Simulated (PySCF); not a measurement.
nitrogen dioxide (NO₂), SMILES [O]N=O, multiplicity 2. Atoms are numbered in the order given.

```xyz
3

O      0.0000     1.0930     0.1396
N      0.0000     0.0000    -0.3192
O      0.0000    -1.0930     0.1396
```
Charge 0, spin multiplicity 2.

The structure is a stationary point at ωB97X-D3(BJ)/def2-TZVP.

Computed with B3LYP/pcH-1 run with PySCF.

Unrestricted Kohn–Sham, ⟨S²⟩ = 0.753. Hyperfine tensors hold the contact and dipolar terms, without spin-orbit corrections.

### Question
Estimate the hyperfine couplings. (The exact figures need the calculation; the answer reports its results.)

### Answer

```csv
nucleus,A(iso) (MHz),A(iso) (G),dipolar principal values (MHz)
17O no. 1,-46.4,-16.5,"-116.9, 57.5, 59.4"
14N no. 2,147.9,52.8,"-22.7, -20.7, 43.5"
17O no. 3,-46.4,-16.5,"-116.9, 57.5, 59.4"
```

### Question
And the g tensor (effective nuclear charges for spin-orbit coupling, GIAO)? (The exact figures need the calculation; the answer reports its results.)

### Answer
principal values 1.9895, 2.0016, 2.0063; isotropic 1.9991.
